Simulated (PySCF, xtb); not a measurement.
formamide cation (CH3NO), SMILES NC=O (connectivity only; charge and spin as stated), charge +1, multiplicity 2. The values are those of a single conformer.

Harmonic wavenumbers (cm⁻¹) from xtb with GFN2-xTB at its own minimum, in rising order: 450, 511, 634, 773, 1002, 1059, 1261, 1391, 1831, 2248, 3253, 3367.

### Question
What does PBE-D3(BJ)/def2-TZVP (PySCF) give at its own minimum? (An estimate is asked for; the answer gives what the named calculation found.)

### Answer
468, 542, 684, 889, 1047, 1154, 1279, 1577, 1623, 2831, 3421, 3534. Paired by order, the mean absolute difference is 141 cm⁻¹ and the zero-point energies are 25.4 and 27.2 kcal/mol.
